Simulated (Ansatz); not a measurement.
# AlHO+ (doublet): the correlation ladder, 6-31G

The task here is to estimate one member of a computed series from the others.

The runs use Ansatz 0.2.0, Gaussian basis; 6-31G, core rule «outside noble gas», up to 6 orbitals frozen.

To be run: UHF; CCSD(T) on ROHF; CCSD(T) on UHF; BCCD(T) on ROHF; CISD; CCSDT(Q) on ROHF; CCSDT(Q) on UHF; CISDTQ; CCSDTQ on ROHF; CCSDTQ on UHF; Full CI.

15 further runs of the same task are left out: 7 for a known fault of the program, 2 that didn't finish, 6 set aside as unsound or not needed.

### The geometry

The geometry is a PBE0/def2-TZVP stationary point (not a proven minimum) of the parent state, kept for this charge and spin.

3 atoms, charge 1, spin multiplicity 2.

Atoms are counted from 1 here; the program's logs count them from 0.

Bond lengths: Al1–O2 1.674 Å, O2–H3 0.950 Å. Angles: Al1–O2–H3 180.0°.

As a file:

```xyz
3
charge 1, multiplicity 2
Al    0.0000    0.0000    1.4330
O     0.0000    0.0000   -0.2415
H     0.0000    0.0000   -1.1915
```

Set-up of the first run:

in.yaml

```yaml
crystal:
  periodic: [false, false, false]
  atoms:
    - {symbol: Al, position_ang: [0.000000, 0.000000, 1.432992]}
    - {symbol: O, position_ang: [0.000000, 0.000000, -0.241478]}
    - {symbol: H, position_ang: [0.000000, 0.000000, -1.191514]}
basis:
  gaussian: {orbitals: 6-31G}
total_charge: 1
magnetization: {spin_polarized: true, initial_magnetization: 1}
hamiltonian: {xc: hf}
output: {orbitals: {seedname: orbitals}}
```

Run with:

```console
ansatz run in.yaml --threads 1 --pin off --events-out ev --progress --plain --max-ram 2393MiB
```

Among the steps run: UHF; CCSD(T) on ROHF; CCSD(T) on UHF; BCCD(T) on ROHF; CISD; CCSDT(Q) on ROHF; CCSDT(Q) on UHF; CISDTQ; CCSDTQ on ROHF; CCSDTQ on UHF; Full CI.

One of the session's tables, all rows but one given; the rest of the session is left out.

It belongs to the step «Misses and costs». 

| method | from FCI (meV) |
| --- | --- |
| ROHF | +4036.4 |
| UHF | +4019.3 |
| RMP2 | +215.1 |
| UMP2 | +199.5 |
| CISD | ? |
| RCCSD | +112.4 |
| UCCSD | +112.7 |
| RCCSD(T) | +24.6 |
| UCCSD(T) | +23.8 |
| BCCD(T) | +21.4 |
| RCCSDT | +12.6 |
| UCCSDT | +12.2 |
| CISDTQ | +12.1 |
| RCCSDT(Q) | +0.1 |
| UCCSDT(Q) | -6.2 |
| RCCSDTQ | -1.0 |
| UCCSDTQ | -1.7 |
| FCI | 0 |

**Question.** Estimate the row for CISD.

As computed: from FCI (meV): +296.2. In the column «from FCI (meV)» it lies between RMP2 (+215.1) and UHF (+4019.3).

To keep in mind: UCCSDT(Q) falls below full CI: unrestricted runs freeze a spin-polarised core, another one than full CI's, and coupled cluster isn't variational. Levels on UHF freeze UHF's core orbitals, full CI those of ROHF, so the U rows can settle a little off it for that reason alone. Restricted and unrestricted rows rest on different reference determinants; where their highest levels disagree by more than a few hundredths of an eV, they describe different states and don't form one ladder.
